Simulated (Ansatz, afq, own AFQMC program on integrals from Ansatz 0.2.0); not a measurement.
## SiH$_{3}$O⁺, singlet in cc-pVDZ, levels against CCSDT(Q)

```xyz
5

Si   -0.0866   -0.0323    0.5791
O     0.0885    0.0997   -1.0586
H     0.6425   -1.2281    1.1084
H     0.4860    1.2186    1.1449
H    -0.1194   -0.6729   -1.5864
```

Connectivity, by distances: SiH2–OH.

Basis cc-pVDZ. Noble-gas cores (and the filled d shells of Ga–Kr and In–Xe) are frozen. Integrals, coupled cluster, full CI and functionals: Ansatz 0.2.0; the random walks run on the same integrals in our own AFQMC program. ph-AFQMC/CISD is guided by a CISD state made of CCSD amplitudes; releasing the constraint for a short imaginary time cuts its bias at the price of noise, slowly where states lie close. Uncertainties: one standard error, sampling alone.

Determinant: RHF, the one that the program's search chose, which needn't be the lowest solution. The geometry is a PBE0/def2-TZVP stationary point of this or a neighbouring charge and spin state.

No full CI on the walks' own integrals is used here; CCSDT(Q) serves as the reference and is uncertain by about the last step of the cluster series.

Cautions: higher spins were not checked; raised T1 diagnostic (T1 0.025, weight of the determinant 0.88, largest double 0.06); the released energies are still falling, so no released level is given (meV from the phaseless value at times in 1/Eh: -3 ± 4 at 0.24, 1 ± 5 at 0.51, 1 ± 5 at 0.99, -8 ± 5 at 1.62, -21 ± 6 at 2.40).

* T1 diagnostic: 0.0246
* weight of the determinant in the CISD state: 0.881
* size of the correlated space: 12 electrons in 41 orbitals

Reference: CCSDT(Q), correlation energy -8.471 eV.

```json
{"level": "HF", "E − E(reference) (meV)": "8470.7", "share of correlation (%)": "0.00"}
{"level": "MP2", "E − E(reference) (meV)": "858.3", "share of correlation (%)": "89.87"}
{"level": "CCSD", "E − E(reference) (meV)": "264.6", "share of correlation (%)": "96.88"}
{"level": "CCSD(T)", "E − E(reference) (meV)": "46.2", "share of correlation (%)": "99.45"}
{"level": "CCSDT", "E − E(reference) (meV)": "25.4", "share of correlation (%)": "99.70"}
{"level": "ph-AFQMC/CISD", "E − E(reference) (meV)": "5.8 ± 5.5", "share of correlation (%)": "99.93"}
```
